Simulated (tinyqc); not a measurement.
Inside a calculation. Method: CCD on RHF in the sto-6g basis, for HF, spin multiplicity 1. One step of it, computed by the program tinyqc.

Task: CCD: starting amplitudes. t_ij^ab = <ij||ab> / (e_i + e_j - e_a - e_b), whose energy is MP2.

orbital energies (hartree): MO1 -26.242901, MO2 -1.467899, MO3 -0.574704, MO4 -0.471973, MO5 -0.471973, MO6 0.555720

Two-electron integrals over orbitals (pq|rs), unique and non-zero (hartree):
```
(11|11) 5.381224    (21|11) -0.520476   (21|21) 0.081291    (22|11) 1.224596
(22|21) -0.021749   (22|22) 0.862226    (31|11) 0.155552    (31|21) -0.022684
(31|22) 0.012305    (31|31) 0.023135    (32|11) -0.147203   (32|21) 0.008609
(32|22) -0.026178   (32|31) 0.020857    (32|32) 0.155197    (33|11) 0.989783
(33|21) -0.010275   (33|22) 0.749369    (33|31) -0.005122   (33|32) -0.042594
(33|33) 0.754469    (41|41) 0.030391    (42|41) 0.039196    (42|42) 0.182940
(43|41) -0.010661   (43|42) -0.040125   (43|43) 0.045677    (44|11) 1.265975
(44|21) -0.013781   (44|22) 0.883961    (44|31) 0.003956    (44|32) -0.076416
(44|33) 0.744886    (44|44) 0.998085    (51|51) 0.030391    (52|51) 0.039196
(52|52) 0.182940    (53|51) -0.010661   (53|52) -0.040125   (53|53) 0.045677
(54|54) 0.053789    (55|11) 1.265975    (55|21) -0.013781   (55|22) 0.883961
(55|31) 0.003956    (55|32) -0.076416   (55|33) 0.744886    (55|44) 0.890506
(55|55) 0.998085    (61|11) 0.166081    (61|21) -0.028004   (61|22) 0.001379
(61|31) -0.008889   (61|32) -0.025073   (61|33) 0.011226    (61|44) 0.004099
(61|55) 0.004099    (61|61) 0.026278    (62|11) -0.238283   (62|21) 0.005898
(62|22) -0.124523   (62|31) -0.020404   (62|32) -0.051626   (62|33) -0.036029
(62|44) -0.121834   (62|55) -0.121834   (62|61) 0.016071    (62|62) 0.095703
(63|11) -0.365461   (63|21) 0.005783    (63|22) -0.178096   (63|31) 0.002293
(63|32) 0.093289    (63|33) -0.119203   (63|44) -0.203636   (63|55) -0.203636
(63|61) -0.005805   (63|62) 0.054401    (63|63) 0.184973    (64|41) -0.010193
(64|42) -0.040223   (64|43) -0.016140   (64|64) 0.030983    (65|51) -0.010193
(65|52) -0.040223   (65|53) -0.016140   (65|65) 0.030983    (66|11) 0.883060
(66|21) -0.008900   (66|22) 0.676070    (66|31) 0.015043    (66|32) 0.067697
(66|33) 0.669560    (66|44) 0.647670    (66|55) 0.647670    (66|61) -0.009385
(66|62) -0.066181   (66|63) -0.014101   (66|66) 0.712601
```

Give: Starting amplitudes; correlation energy.

Result:

Starting amplitudes (spin orbitals 1a, 1b, ...; amplitudes related by a flip of all spins are not repeated):
```
from      to          t
3a 3b  6a 6b    -0.0818
2a 2b  6a 6b    -0.0236
2a 3b  6a 6b    -0.0172
5a 5b  6a 6b    -0.0151
4a 4b  6a 6b    -0.0151
1a 2b  6a 6b    -0.0006
1a 1b  6a 6b  -4.90e-04
1a 3b  6a 6b   2.08e-04
```

correlation energy = -0.020241 hartree
